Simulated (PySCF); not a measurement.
A geometry optimisation, step by step.

C3H3P2 (charge -1).
Bonds: C1–C2 (aromatic), C2–P3 (aromatic), P3–C4 (aromatic), C4–P5 (aromatic), C1–P5 (aromatic). Hydrogens: H6 on C1; H7 on C2; H8 on C4.
Bond orders are those of one Lewis drawing.

Computed by this run: PySCF 2.14.0, PBE0-D3(BJ)/def2-SVP geometry optimisation, gas phase; density fitting, grid level 1; the optimiser is geomeTRIC in internal coordinates, started from a GFN2-xTB structure. The frame can shift and turn from step to step; on so coarse a grid that alone can change the energy by a few meV, and forces under 0.02 eV/Å are noise.

Step 0: E = -21719.2269 eV, largest atomic force 0.734 eV/Å
```
atom  x, y, z in Å  |  force x, y, z in eV/Å
C1     -0.803    0.736    0.300   -0.061   0.659   0.306
C2     -0.977   -0.487   -0.290   -0.244  -0.619  -0.311
P3      0.455   -1.416   -0.649    0.094  -0.470  -0.213
C4      1.515   -0.208   -0.016    0.334  -0.044  -0.009
P5      0.833    1.240    0.632    0.225   0.423   0.218
H6     -1.640    1.378    0.557   -0.399   0.235   0.091
H7     -1.961   -0.878   -0.532   -0.451  -0.118  -0.080
H8      2.588   -0.356   -0.026    0.502  -0.068  -0.002
```

Step 1: E = -21719.2690 eV, largest atomic force 0.127 eV/Å
```
atom  x, y, z in Å  |  force x, y, z in eV/Å
C1     -0.817    0.722    0.317   -0.037  -0.011  -0.007
C2     -0.994   -0.520   -0.283   -0.033   0.021   0.008
P3      0.458   -1.446   -0.638    0.016  -0.113  -0.054
C4      1.542   -0.238   -0.004   -0.015   0.001   0.000
P5      0.838    1.218    0.648    0.048   0.105   0.052
H6     -1.669    1.366    0.574    0.022  -0.007  -0.002
H7     -1.994   -0.907   -0.523    0.023   0.001   0.002
H8      2.629   -0.388   -0.013   -0.024   0.003   0.001
```

Step 2: E = -21719.2692 eV, largest atomic force 0.078 eV/Å
```
atom  x, y, z in Å  |  force x, y, z in eV/Å
C1     -0.814    0.722    0.317   -0.051  -0.027  -0.016
C2     -0.991   -0.520   -0.283   -0.042   0.040   0.016
P3      0.458   -1.452   -0.642    0.011   0.034   0.018
C4      1.535   -0.237   -0.004    0.077  -0.011  -0.001
P5      0.840    1.223    0.650    0.002  -0.037  -0.016
H6     -1.666    1.365    0.574   -0.008  -0.002  -0.001
H7     -1.991   -0.907   -0.523   -0.007   0.005   0.002
H8      2.621   -0.388   -0.013    0.018  -0.003  -0.001
```

Step 3: E = -21719.2696 eV, largest atomic force under 0.02 eV/Å
```
atom  x, y, z in Å  |  force x, y, z in eV/Å
C1     -0.816    0.722    0.317   -0.005  -0.014  -0.007
C2     -0.993   -0.519   -0.283   -0.001   0.015   0.007
P3      0.458   -1.450   -0.641    0.005  -0.001   0.000
C4      1.539   -0.238   -0.004   -0.005   0.000   0.000
P5      0.840    1.221    0.649    0.005  -0.001   0.000
H6     -1.668    1.366    0.574   -0.001   0.002   0.001
H7     -1.993   -0.906   -0.523   -0.001  -0.001  -0.001
H8      2.625   -0.389   -0.013    0.001   0.000   0.000
```

Step 4: E = -21719.2696 eV, largest atomic force under 0.02 eV/Å
```
atom  x, y, z in Å  |  force x, y, z in eV/Å
C1     -0.816    0.722    0.317   -0.002  -0.004  -0.002
C2     -0.993   -0.519   -0.283   -0.002   0.005   0.002
P3      0.458   -1.450   -0.641    0.001  -0.001  -0.001
C4      1.539   -0.238   -0.004   -0.001   0.000   0.000
P5      0.840    1.221    0.649    0.002   0.000   0.001
H6     -1.667    1.366    0.575    0.001   0.001   0.001
H7     -1.993   -0.906   -0.523    0.000  -0.001  -0.001
H8      2.625   -0.389   -0.013    0.000   0.000   0.000
```

**Question.** Summarise the path.

**Answer.** The energy falls by 0.99 kcal/mol from step 0 to step 4; nine tenths of that is first reached at step 1. It falls at every step. The largest force goes from 0.734 to under 0.02 eV/Å. Among the bonds C1–C2 changes most, from 1.369 to 1.390 Å; the atoms move by 0.025 Å rms after alignment.

**Question.** Follow the three bonds and two angles with the largest change from start to end.

**Answer.** 
```json
{"step": "0", "E above end (kcal/mol)": "0.99", "largest force (eV/Å)": "0.734", "C1–C2 (Å)": "1.369", "P3–C4 (Å)": "1.727", "C4–P5 (Å)": "1.727", "P3–C2–H7 (°)": "120.4", "P5–C1–H6 (°)": "120.4"}
{"step": "1", "E above end (kcal/mol)": "0.01", "largest force (eV/Å)": "0.127", "C1–C2 (Å)": "1.390", "P3–C4 (Å)": "1.743", "C4–P5 (Å)": "1.743", "P3–C2–H7 (°)": "121.4", "P5–C1–H6 (°)": "121.4"}
{"step": "2", "E above end (kcal/mol)": "0.01", "largest force (eV/Å)": "0.078", "C1–C2 (Å)": "1.391", "P3–C4 (Å)": "1.744", "C4–P5 (Å)": "1.744", "P3–C2–H7 (°)": "121.2", "P5–C1–H6 (°)": "121.2"}
{"step": "3", "E above end (kcal/mol)": "0.00", "largest force (eV/Å)": "under 0.02", "C1–C2 (Å)": "1.390", "P3–C4 (Å)": "1.745", "C4–P5 (Å)": "1.745", "P3–C2–H7 (°)": "121.3", "P5–C1–H6 (°)": "121.3"}
{"step": "4", "E above end (kcal/mol)": "0.00", "largest force (eV/Å)": "under 0.02", "C1–C2 (Å)": "1.390", "P3–C4 (Å)": "1.744", "C4–P5 (Å)": "1.744", "P3–C2–H7 (°)": "121.3", "P5–C1–H6 (°)": "121.3"}
```

What follows is the cost of the whole optimisation. Hardware: Arm Neoverse V2, one thread, shared host. Cost: 11 s wall, 0.50 GiB resident at most.
